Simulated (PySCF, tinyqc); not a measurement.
Inside a calculation (part 1 of 2). Method: RKS/PBE0 in the sto-3g basis, for CH2, spin multiplicity 1. The lowest restricted solution is unstable here: a spin-polarised one lies 0.0379 hartree lower (PySCF). Computed by tinyqc, a small Python program that keeps every step (integrals from PySCF). Settings: charge = 0, multiplicity = 1, basis = sto-3g, energy threshold = 1e-08, iteration cap = 52, orthogonalisation = canonical, start = core, DIIS depth = 0, damping = 0.7, method = RKS, functional = pbe0, grid = [10, 50]. Command: `OMP_NUM_THREADS=1 python tinyqc.py 27364 27365 out.jsonl` (the two numbers bound the seeds that draw the settings). One thread of a shared host (Intel(R) Xeon(R) Processor @ 2.60GHz), about 1 s of CPU time with the checks. Later iterations appear only in the table of the cycle.

## One-electron integrals

Geometry (angstrom):
```
atom       x        y       z
C     0.0000   0.0000  0.0000
H     0.0000   0.9570  0.5430
H     0.0000  -0.9570  0.5430
```

Basis sto-3g: exponents (1/bohr^2) and contraction coefficients of normalised primitives:
```
element  l (shell)  exponent  coefficient
C            s (1)   71.6168       0.1543
C            s (1)   13.0451       0.5353
C            s (1)    3.5305       0.4446
C            s (2)    2.9412      -0.1000
C            s (2)    0.6835       0.3995
C            s (2)    0.2223       0.7001
C            p (3)    2.9412       0.1559
C            p (3)    0.6835       0.6077
C            p (3)    0.2223       0.3920
H            s (1)    3.4253       0.1543
H            s (1)    0.6239       0.5353
H            s (1)    0.1689       0.4446
```

Overlap, kinetic and nuclear-attraction integrals over the contracted functions; the nuclear repulsion is the sum of Za Zb / Rab.

nuclear repulsion = 6.047655 hartree

overlap S:
```
         1C 1s   1C 2s  1C 2px   1C 2py  1C 2pz   2H 1s    3H 1s
1C 1s   1.0000  0.2484  0.0000   0.0000  0.0000  0.0608   0.0608
1C 2s   0.2484  1.0000  0.0000   0.0000  0.0000  0.4848   0.4848
1C 2px  0.0000  0.0000  1.0000   0.0000  0.0000  0.0000   0.0000
1C 2py  0.0000  0.0000  0.0000   1.0000  0.0000  0.4033  -0.4033
1C 2pz  0.0000  0.0000  0.0000   0.0000  1.0000  0.2288   0.2288
2H 1s   0.0608  0.4848  0.0000   0.4033  0.2288  1.0000   0.1371
3H 1s   0.0608  0.4848  0.0000  -0.4033  0.2288  0.1371   1.0000
```

kinetic energy T (hartree):
```
          1C 1s    1C 2s  1C 2px   1C 2py  1C 2pz    2H 1s    3H 1s
1C 1s   15.8911  -0.0859  0.0000   0.0000  0.0000  -0.0109  -0.0109
1C 2s   -0.0859   0.4722  0.0000   0.0000  0.0000   0.1035   0.1035
1C 2px   0.0000   0.0000  1.4777   0.0000  0.0000   0.0000   0.0000
1C 2py   0.0000   0.0000  0.0000   1.4777  0.0000   0.2217  -0.2217
1C 2pz   0.0000   0.0000  0.0000   0.0000  1.4777   0.1258   0.1258
2H 1s   -0.0109   0.1035  0.0000   0.2217  0.1258   0.7600  -0.0088
3H 1s   -0.0109   0.1035  0.0000  -0.2217  0.1258  -0.0088   0.7600
```

nuclear attraction V (hartree):
```
           1C 1s    1C 2s   1C 2px   1C 2py   1C 2pz    2H 1s    3H 1s
1C 1s   -34.6146  -4.4311   0.0000   0.0000  -0.0164  -1.1054  -1.1054
1C 2s    -4.4311  -6.1258   0.0000   0.0000  -0.1684  -2.5356  -2.5356
1C 2px    0.0000   0.0000  -6.0007   0.0000   0.0000   0.0000   0.0000
1C 2py    0.0000   0.0000   0.0000  -6.1898   0.0000  -1.9544   1.9544
1C 2pz   -0.0164  -0.1684   0.0000   0.0000  -6.0616  -1.1485  -1.1485
2H 1s    -1.1054  -2.5356   0.0000  -1.9544  -1.1485  -4.3288  -0.6627
3H 1s    -1.1054  -2.5356   0.0000   1.9544  -1.1485  -0.6627  -4.3288
```

core Hamiltonian H = T + V (hartree):
```
           1C 1s    1C 2s   1C 2px   1C 2py   1C 2pz    2H 1s    3H 1s
1C 1s   -18.7235  -4.5170   0.0000   0.0000  -0.0164  -1.1163  -1.1163
1C 2s    -4.5170  -5.6536   0.0000   0.0000  -0.1684  -2.4321  -2.4321
1C 2px    0.0000   0.0000  -4.5230   0.0000   0.0000   0.0000   0.0000
1C 2py    0.0000   0.0000   0.0000  -4.7121   0.0000  -1.7327   1.7327
1C 2pz   -0.0164  -0.1684   0.0000   0.0000  -4.5839  -1.0228  -1.0228
2H 1s    -1.1163  -2.4321   0.0000  -1.7327  -1.0228  -3.5687  -0.6715
3H 1s    -1.1163  -2.4321   0.0000   1.7327  -1.0228  -0.6715  -3.5687
```

## Two-electron integrals

Functions are numbered as in S; the eight-fold symmetry (ij|kl) = (ji|kl) = (kl|ij) leaves the list below.

Two-electron integrals (ij|kl) in chemists' order, unique and non-zero (hartree):
```
(11|11) 3.5419      (21|11) 0.5769      (21|21) 0.1119      (22|11) 0.8547
(22|21) 0.2053      (22|22) 0.6247      (31|31) 0.0203      (32|31) 0.0309
(32|32) 0.1380      (33|11) 0.8524      (33|21) 0.2053      (33|22) 0.6246
(33|33) 0.6728      (41|41) 0.0203      (42|41) 0.0309      (42|42) 0.1380
(43|43) 0.0363      (44|11) 0.8524      (44|21) 0.2053      (44|22) 0.6246
(44|33) 0.6003      (44|44) 0.6728      (51|51) 0.0203      (52|51) 0.0309
(52|52) 0.1380      (53|53) 0.0363      (54|54) 0.0363      (55|11) 0.8524
(55|21) 0.2053      (55|22) 0.6246      (55|33) 0.6003      (55|44) 0.6003
(55|55) 0.6728      (61|11) 0.1423      (61|21) 0.0274      (61|22) 0.0502
(61|33) 0.0500      (61|41) 0.0015      (61|42) 0.0027      (61|44) 0.0504
(61|51) 0.0008      (61|52) 0.0015      (61|54) 2.29e-04    (61|55) 0.0501
(61|61) 0.0069      (62|11) 0.3273      (62|21) 0.0796      (62|22) 0.2648
(62|33) 0.2586      (62|41) 0.0066      (62|42) 0.0446      (62|44) 0.2725
(62|51) 0.0037      (62|52) 0.0253      (62|54) 0.0079      (62|55) 0.2631
(62|61) 0.0203      (62|62) 0.1447      (63|31) 0.0083      (63|32) 0.0430
(63|43) 0.0088      (63|53) 0.0050      (63|63) 0.0183      (64|11) 0.2378
(64|21) 0.0586      (64|22) 0.2067      (64|33) 0.1963      (64|41) 0.0125
(64|42) 0.0755      (64|44) 0.2241      (64|51) 0.0024      (64|52) 0.0184
(64|54) 0.0108      (64|55) 0.1996      (64|61) 0.0157      (64|62) 0.1343
(64|64) 0.1406      (65|11) 0.1349      (65|21) 0.0332      (65|22) 0.1173
(65|33) 0.1114      (65|41) 0.0024      (65|42) 0.0184      (65|44) 0.1172
(65|51) 0.0096      (65|52) 0.0535      (65|54) 0.0121      (65|55) 0.1232
(65|61) 0.0089      (65|62) 0.0762      (65|64) 0.0694      (65|65) 0.0577
(66|11) 0.4703      (66|21) 0.1163      (66|22) 0.4386      (66|33) 0.4152
(66|41) 0.0125      (66|42) 0.1120      (66|44) 0.4679      (66|51) 0.0071
(66|52) 0.0636      (66|54) 0.0299      (66|55) 0.4321      (66|61) 0.0302
(66|62) 0.2983      (66|64) 0.3064      (66|65) 0.1738      (66|66) 0.7746
(71|11) 0.1423      (71|21) 0.0274      (71|22) 0.0502      (71|33) 0.0500
(71|41) -0.0015     (71|42) -0.0027     (71|44) 0.0504      (71|51) 0.0008
(71|52) 0.0015      (71|54) -2.29e-04   (71|55) 0.0501      (71|61) 0.0066
(71|62) 0.0190      (71|64) 0.0133      (71|65) 0.0084      (71|66) 0.0277
(71|71) 0.0069      (72|11) 0.3273      (72|21) 0.0796      (72|22) 0.2648
(72|33) 0.2586      (72|41) -0.0066     (72|42) -0.0446     (72|44) 0.2725
(72|51) 0.0037      (72|52) 0.0253      (72|54) -0.0079     (72|55) 0.2631
(72|61) 0.0190      (72|62) 0.1042      (72|64) 0.0693      (72|65) 0.0534
(72|66) 0.1684      (72|71) 0.0203      (72|72) 0.1447      (73|31) 0.0083
(73|32) 0.0430      (73|43) -0.0088     (73|53) 0.0050      (73|63) 0.0123
(73|73) 0.0183      (74|11) -0.2378     (74|21) -0.0586     (74|22) -0.2067
(74|33) -0.1963     (74|41) 0.0125      (74|42) 0.0755      (74|44) -0.2241
(74|51) -0.0024     (74|52) -0.0184     (74|54) 0.0108      (74|55) -0.1996
(74|61) -0.0133     (74|62) -0.0693     (74|64) -0.0350     (74|65) -0.0348
(74|66) -0.1030     (74|71) -0.0157     (74|72) -0.1343     (74|74) 0.1406
(75|11) 0.1349      (75|21) 0.0332      (75|22) 0.1173      (75|33) 0.1114
(75|41) -0.0024     (75|42) -0.0184     (75|44) 0.1172      (75|51) 0.0096
(75|52) 0.0535      (75|54) -0.0121     (75|55) 0.1232      (75|61) 0.0084
(75|62) 0.0534      (75|64) 0.0348      (75|65) 0.0390      (75|66) 0.0917
(75|71) 0.0089      (75|72) 0.0762      (75|74) -0.0694     (75|75) 0.0577
(76|11) 0.0840      (76|21) 0.0205      (76|22) 0.0702      (76|33) 0.0684
(76|44) 0.0707      (76|51) 0.0016      (76|52) 0.0115      (76|55) 0.0715
(76|61) 0.0051      (76|62) 0.0342      (76|64) 0.0276      (76|65) 0.0198
(76|66) 0.0657      (76|71) 0.0051      (76|72) 0.0342      (76|74) -0.0276
(76|75) 0.0198      (76|76) 0.0098      (77|11) 0.4703      (77|21) 0.1163
(77|22) 0.4386      (77|33) 0.4152      (77|41) -0.0125     (77|42) -0.1120
(77|44) 0.4679      (77|51) 0.0071      (77|52) 0.0636      (77|54) -0.0299
(77|55) 0.4321      (77|61) 0.0277      (77|62) 0.1684      (77|64) 0.1030
(77|65) 0.0917      (77|66) 0.2752      (77|71) 0.0302      (77|72) 0.2983
(77|74) -0.3064     (77|75) 0.1738      (77|76) 0.0657      (77|77) 0.7746
```

## Orthogonalisation

S = U s U^T; canonical form X = U s^(-1/2), so that X^T S X = 1. Each column of U has its largest component positive (the first on a tie).

eigenvalues of S: 0.2897  0.3570  0.8789  1.0000  1.0850  1.5059  1.8834

X:
```
              1        2        3       4        5        6       7
1C 1s   -0.2974   0.0000   0.7835  0.0000  -0.5890   0.0000  0.1760
1C 2s    1.2679   0.0000  -0.3022  0.0000  -0.2642   0.0000  0.4481
1C 2px   0.0000   0.0000   0.0000  1.0000   0.0000   0.0000  0.0000
1C 2py   0.0000   1.1106   0.0000  0.0000   0.0000   0.6096  0.0000
1C 2pz   0.5493   0.0000   0.6160  0.0000   0.6872   0.0000  0.1882
2H 1s   -0.8525  -0.8853  -0.1630  0.0000   0.1277   0.3824  0.3632
3H 1s   -0.8525   0.8853  -0.1630  0.0000   0.1277  -0.3824  0.3632
```

## Starting guess

The start is the orbitals of the core Hamiltonian; D = 2 C_occ C_occ^T.

D at the start:
```
          1C 1s    1C 2s  1C 2px   1C 2py   1C 2pz    2H 1s    3H 1s
1C 1s    2.1264  -0.5481  0.0000   0.0000  -0.2496   0.0937   0.0937
1C 2s   -0.5481   2.3523  0.0000   0.0000   1.1230  -0.3813  -0.3813
1C 2px   0.0000   0.0000  2.0000   0.0000   0.0000   0.0000   0.0000
1C 2py   0.0000   0.0000  0.0000   2.5350   0.0000  -0.3987   0.3987
1C 2pz  -0.2496   1.1230  0.0000   0.0000   0.5362  -0.1820  -0.1820
2H 1s    0.0937  -0.3813  0.0000  -0.3987  -0.1820   0.1245  -0.0009
3H 1s    0.0937  -0.3813  0.0000   0.3987  -0.1820  -0.0009   0.1245
```

## Iteration 1: exchange-correlation on the grid

Becke grid with 10 radial and 50 angular points per atom, points of zero weight dropped. rho = sum D_ij phi_i phi_j; V_xc,ij = sum w v_xc phi_i phi_j plus the gradient terms; v_xc is d(rho eps)/d rho at fixed gradient. Exact exchange is left to K.

The 16 grid points with the largest w rho, of 1496 (bohr, atomic units):
```
x              y        z       w     rho  |grad rho|^2   eps_xc     v_xc
1.0290    0.0000   1.0290  0.4606  0.1848        0.1495  -0.3738  -0.4741
-1.0290   0.0000   1.0290  0.4606  0.1848        0.1495  -0.3738  -0.4741
1.3164   -0.4388   0.4388  0.4096  0.1989        0.1648  -0.3819  -0.4865
1.3164    0.4388   0.4388  0.4096  0.1989        0.1648  -0.3819  -0.4865
-1.3164  -0.4388   0.4388  0.4096  0.1989        0.1648  -0.3819  -0.4865
-1.3164   0.4388   0.4388  0.4096  0.1989        0.1648  -0.3819  -0.4865
-1.0290   1.0290   0.0000  0.4133  0.1867        0.1547  -0.3750  -0.4754
-1.0290  -1.0290   0.0000  0.4133  0.1867        0.1547  -0.3750  -0.4754
1.0290    1.0290   0.0000  0.4133  0.1867        0.1547  -0.3750  -0.4754
1.0290   -1.0290   0.0000  0.4133  0.1867        0.1547  -0.3750  -0.4754
-1.3164   0.4388  -0.4388  0.4192  0.1542        0.1038  -0.3542  -0.4470
-1.3164  -0.4388  -0.4388  0.4192  0.1542        0.1038  -0.3542  -0.4470
1.3164    0.4388  -0.4388  0.4192  0.1542        0.1038  -0.3542  -0.4470
1.3164   -0.4388  -0.4388  0.4192  0.1542        0.1038  -0.3542  -0.4470
-0.4388   1.3164  -0.4388  0.3605  0.1602        0.1210  -0.3588  -0.4509
-0.4388  -1.3164  -0.4388  0.3605  0.1602        0.1210  -0.3588  -0.4509
```

electrons on the grid, sum of w rho = 7.9800

E_xc = sum of w rho eps_xc = -5.017286 hartree

V_xc (hartree):
```
          1C 1s    1C 2s   1C 2px   1C 2py   1C 2pz    2H 1s    3H 1s
1C 1s   -1.7161  -0.2541   0.0000   0.0000  -0.0061  -0.0637  -0.0637
1C 2s   -0.2541  -0.4535   0.0000   0.0000  -0.0466  -0.1773  -0.1773
1C 2px   0.0000   0.0000  -0.4781   0.0000   0.0000   0.0000   0.0000
1C 2py   0.0000   0.0000   0.0000  -0.4699   0.0000  -0.1291   0.1291
1C 2pz  -0.0061  -0.0466   0.0000   0.0000  -0.4092  -0.0796  -0.0796
2H 1s   -0.0637  -0.1773   0.0000  -0.1291  -0.0796  -0.2120  -0.0451
3H 1s   -0.0637  -0.1773   0.0000   0.1291  -0.0796  -0.0451  -0.2120
```

## Iteration 1: building the Kohn-Sham matrix

J_ij = sum D_kl (ij|kl), K_ij = sum D_kl (ik|jl); F = H + J - 0.125 K + V_xc; E = tr D H + tr D J / 2 - 0.0625 tr D K + E_xc + E_nn.

Coulomb J (hartree):
```
          1C 1s   1C 2s  1C 2px   1C 2py  1C 2pz   2H 1s    3H 1s
1C 1s   12.4263  2.4285  0.0000   0.0000  0.0447  0.5987   0.5987
1C 2s    2.4285  5.5381  0.0000   0.0000  0.2041  2.3016   2.3016
1C 2px   0.0000  0.0000  5.5795   0.0000  0.0000  0.0000   0.0000
1C 2py   0.0000  0.0000  0.0000   5.5617  0.0000  1.7587  -1.7587
1C 2pz   0.0447  0.2041  0.0000   0.0000  5.4569  1.0467   1.0467
2H 1s    0.5987  2.3016  0.0000   1.7587  1.0467  3.6540   0.6085
3H 1s    0.5987  2.3016  0.0000  -1.7587  1.0467  0.6085   3.6540
```

exchange K (hartree):
```
         1C 1s   1C 2s  1C 2px   1C 2py  1C 2pz   2H 1s    3H 1s
1C 1s   7.2756  1.2996  0.0000   0.0000  0.0246  0.3363   0.3363
1C 2s   1.2996  1.7546  0.0000   0.0000  0.5783  0.7287   0.7287
1C 2px  0.0000  0.0000  1.7152   0.0000  0.0000  0.0000   0.0000
1C 2py  0.0000  0.0000  0.0000   1.6909  0.0000  0.4526  -0.4526
1C 2pz  0.0246  0.5783  0.0000   0.0000  0.6865  0.3159   0.3159
2H 1s   0.3363  0.7287  0.0000   0.4526  0.3159  0.4812   0.1982
3H 1s   0.3363  0.7287  0.0000  -0.4526  0.3159  0.1982   0.4812
```

Kohn-Sham matrix F (hartree):
```
          1C 1s    1C 2s  1C 2px   1C 2py   1C 2pz    2H 1s    3H 1s
1C 1s   -8.9228  -2.5051  0.0000   0.0000   0.0191  -0.6233  -0.6233
1C 2s   -2.5051  -0.7882  0.0000   0.0000  -0.0832  -0.3989  -0.3989
1C 2px   0.0000   0.0000  0.3640   0.0000   0.0000   0.0000   0.0000
1C 2py   0.0000   0.0000  0.0000   0.1684   0.0000  -0.1597   0.1597
1C 2pz   0.0191  -0.0832  0.0000   0.0000   0.3780  -0.0952  -0.0952
2H 1s   -0.6233  -0.3989  0.0000  -0.1597  -0.0952  -0.1869  -0.1329
3H 1s   -0.6233  -0.3989  0.0000   0.1597  -0.0952  -0.1329  -0.1869
```

total energy of this density = -36.914076 hartree

This density is the starting one.

## Iteration 1: diagonalisation and new density

Diagonalise F' = X^T F X, C = X C', fill 4 alpha and 4 beta electrons from the bottom; D = 2 C_occ C_occ^T; the new density keeps 0.7 of the old one (damping). Each column has its largest component positive (the first on a tie).

F' = X^T F X (hartree):
```
         1       2        3       4        5        6        7
1   0.6307  0.0000   0.5088  0.0000  -0.2726   0.0000   0.2434
2   0.0000  0.7513   0.0000  0.0000   0.0000   0.1873   0.0000
3   0.5088  0.0000  -3.9097  0.0000   4.0937   0.0000  -2.0116
4   0.0000  0.0000   0.0000  0.3640   0.0000   0.0000   0.0000
5  -0.2726  0.0000   4.0937  0.0000  -3.5396   0.0000   2.0113
6   0.0000  0.1873   0.0000  0.0000   0.0000  -0.1022   0.0000
7   0.2434  0.0000  -2.0116  0.0000   2.0113   0.0000  -1.3585
```

orbital energies (hartree): MO1 -8.9340, MO2 -0.2912, MO3 -0.1415, MO4 0.3095, MO5 0.3640, MO6 0.7385, MO7 0.7906

coefficients C:
```
            MO1      MO2      MO3      MO4     MO5      MO6      MO7
1C 1s    0.9895  -0.1842   0.0000  -0.1885  0.0000  -0.1781   0.0000
1C 2s    0.0448   0.4408   0.0000   0.8453  0.0000   1.0289   0.0000
1C 2px   0.0000   0.0000   0.0000   0.0000  1.0000   0.0000   0.0000
1C 2py   0.0000   0.0000   0.3685   0.0000  0.0000   0.0000   1.2122
1C 2pz   0.0027   0.0966   0.0000  -0.6346  0.0000   0.8813   0.0000
2H 1s   -0.0104   0.4286   0.5560  -0.3537  0.0000  -0.7698  -0.7879
3H 1s   -0.0104   0.4286  -0.5560  -0.3537  0.0000  -0.7698   0.7879
```

D after iteration 1:
```
          1C 1s    1C 2s  1C 2px   1C 2py   1C 2pz    2H 1s    3H 1s
1C 1s    2.1176  -0.5013  0.0000   0.0000  -0.1120   0.0520   0.0520
1C 2s   -0.5013   2.1931  0.0000   0.0000   0.4898  -0.3332  -0.3332
1C 2px   0.0000   0.0000  1.4000   0.0000   0.0000   0.0000   0.0000
1C 2py   0.0000   0.0000  0.0000   1.8560   0.0000  -0.1562   0.1562
1C 2pz  -0.1120   0.4898  0.0000   0.0000   0.6226   0.0321   0.0321
2H 1s    0.0520  -0.3332  0.0000  -0.1562   0.0321   0.4580  -0.0008
3H 1s    0.0520  -0.3332  0.0000   0.1562   0.0321  -0.0008   0.4580
```

## Iteration 2: exchange-correlation on the grid

As before.

The 16 grid points with the largest w rho, of 1496 (bohr, atomic units):
```
x              y        z       w     rho  |grad rho|^2   eps_xc     v_xc
1.0290    0.0000   1.0290  0.4606  0.1408        0.0827  -0.3446  -0.4349
-1.0290   0.0000   1.0290  0.4606  0.1408        0.0827  -0.3446  -0.4349
-1.0290   1.0290   0.0000  0.4133  0.1515        0.0957  -0.3521  -0.4454
-1.0290  -1.0290   0.0000  0.4133  0.1515        0.0957  -0.3521  -0.4454
1.0290    1.0290   0.0000  0.4133  0.1515        0.0957  -0.3521  -0.4454
1.0290   -1.0290   0.0000  0.4133  0.1515        0.0957  -0.3521  -0.4454
1.3164    0.4388   0.4388  0.4096  0.1498        0.0921  -0.3508  -0.4440
1.3164   -0.4388   0.4388  0.4096  0.1498        0.0921  -0.3508  -0.4440
-1.3164   0.4388   0.4388  0.4096  0.1498        0.0921  -0.3508  -0.4440
-1.3164  -0.4388   0.4388  0.4096  0.1498        0.0921  -0.3508  -0.4440
-1.3164   0.4388  -0.4388  0.4192  0.1280        0.0687  -0.3350  -0.4214
-1.3164  -0.4388  -0.4388  0.4192  0.1280        0.0687  -0.3350  -0.4214
1.3164    0.4388  -0.4388  0.4192  0.1280        0.0687  -0.3350  -0.4214
1.3164   -0.4388  -0.4388  0.4192  0.1280        0.0687  -0.3350  -0.4214
-0.4388   1.3164  -0.4388  0.3605  0.1425        0.0874  -0.3460  -0.4360
-0.4388  -1.3164  -0.4388  0.3605  0.1425        0.0874  -0.3460  -0.4360
```

electrons on the grid, sum of w rho = 7.9845

E_xc = sum of w rho eps_xc = -4.769282 hartree

V_xc (hartree):
```
          1C 1s    1C 2s   1C 2px   1C 2py   1C 2pz    2H 1s    3H 1s
1C 1s   -1.7094  -0.2502   0.0000   0.0000  -0.0027  -0.0625  -0.0625
1C 2s   -0.2502  -0.4519   0.0000   0.0000  -0.0252  -0.1904  -0.1904
1C 2px   0.0000   0.0000  -0.4551   0.0000   0.0000   0.0000   0.0000
1C 2py   0.0000   0.0000   0.0000  -0.4669   0.0000  -0.1502   0.1502
1C 2pz  -0.0027  -0.0252   0.0000   0.0000  -0.4298  -0.0886  -0.0886
2H 1s   -0.0625  -0.1904   0.0000  -0.1502  -0.0886  -0.3194  -0.0488
3H 1s   -0.0625  -0.1904   0.0000   0.1502  -0.0886  -0.0488  -0.3194
```

## Iteration 2: building the Kohn-Sham matrix

As before.

Coulomb J (hartree):
```
          1C 1s   1C 2s  1C 2px   1C 2py  1C 2pz   2H 1s    3H 1s
1C 1s   11.9956  2.3300  0.0000   0.0000  0.0271  0.5738   0.5738
1C 2s    2.3300  5.3416  0.0000   0.0000  0.1485  2.2462   2.2462
1C 2px   0.0000  0.0000  5.3365   0.0000  0.0000  0.0000   0.0000
1C 2py   0.0000  0.0000  0.0000   5.3828  0.0000  1.7373  -1.7373
1C 2pz   0.0271  0.1485  0.0000   0.0000  5.2892  1.0206   1.0206
2H 1s    0.5738  2.2462  0.0000   1.7373  1.0206  3.6854   0.5948
3H 1s    0.5738  2.2462  0.0000  -1.7373  1.0206  0.5948   3.6854
```

exchange K (hartree):
```
         1C 1s   1C 2s  1C 2px   1C 2py  1C 2pz   2H 1s    3H 1s
1C 1s   7.2447  1.2735  0.0000   0.0000  0.0200  0.3274   0.3274
1C 2s   1.2735  1.7078  0.0000   0.0000  0.3378  0.7611   0.7611
1C 2px  0.0000  0.0000  1.3027   0.0000  0.0000  0.0000   0.0000
1C 2py  0.0000  0.0000  0.0000   1.5291  0.0000  0.5268  -0.5268
1C 2pz  0.0200  0.3378  0.0000   0.0000  0.8434  0.3377   0.3377
2H 1s   0.3274  0.7611  0.0000   0.5268  0.3377  0.7733   0.2096
3H 1s   0.3274  0.7611  0.0000  -0.5268  0.3377  0.2096   0.7733
```

Kohn-Sham matrix F (hartree):
```
          1C 1s    1C 2s  1C 2px   1C 2py   1C 2pz    2H 1s    3H 1s
1C 1s   -9.3429  -2.5965  0.0000   0.0000   0.0055  -0.6459  -0.6459
1C 2s   -2.5965  -0.9773  0.0000   0.0000  -0.0874  -0.4715  -0.4715
1C 2px   0.0000   0.0000  0.1956   0.0000   0.0000   0.0000   0.0000
1C 2py   0.0000   0.0000  0.0000   0.0126   0.0000  -0.2115   0.2115
1C 2pz   0.0055  -0.0874  0.0000   0.0000   0.1700  -0.1329  -0.1329
2H 1s   -0.6459  -0.4715  0.0000  -0.2115  -0.1329  -0.2994  -0.1517
3H 1s   -0.6459  -0.4715  0.0000   0.2115  -0.1329  -0.1517  -0.2994
```

total energy of this density = -37.455974 hartree

This density is a damped mixture and is not idempotent.
